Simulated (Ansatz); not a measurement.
Two shapes of triplet N₂O.

Shape 1:

```xyz
3

N     0.0939    0.0210   -0.0154
N     1.1264   -0.0575   -0.2355
O     0.3947    3.2319    0.4196
```

Shape 2:

```xyz
3

N     0.1207    0.0208   -0.0198
N     1.1601   -0.0954   -0.3591
O     0.3418    3.2654    0.5318
```

Basis set: def2-SVP (spherical functions). Frozen core: 3 orbitals. Charge 0, multiplicity 3.

Computed with Ansatz (development build ahead of 0.2.0); each method stands on the lowest determinant of its kind that the runs found.

Problem. Which shape is lower in energy, and by how much in each method?

Solution.

```csv
method,E(2) − E(1) (eV)
UHF,0.040
UHF-MP2,-0.274
PBE0 (unrestricted),-0.137
```

The methods disagree on the order. Caution for UHF-MP2: MP2 forces lie far from those of the mean fields. Caution for PBE0 (unrestricted): charge can spread falsely over distant fragments.
